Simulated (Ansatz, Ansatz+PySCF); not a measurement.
```
atom   x (Å)   y (Å)    z (Å)
   P  0.0000  0.0000  -0.4358
   N  0.0000  0.0000   0.9338
```

RHF-MP2 on singlet PN was run in several spherical basis sets with Ansatz (development build ahead of 0.2.0). Frozen core: 6 orbitals. Caution for RHF-MP2: no unrestricted run beside it, a lower state can exist.

(1) Rank the basis sets by the total energy that they give, lowest first, with the distance from the lowest.
A. cc-pVTZ
B. def2-SVP
C. 6-31G(d)
D. def2-TZVP
E. cc-pVDZ

Answers

(1) A (0.00 eV), D (0.05 eV), E (2.62 eV), C (3.22 eV), B (6.85 eV).

Totals follow the description of the cores as much as that of the bonds, so this order isn't one of quality for chemistry.
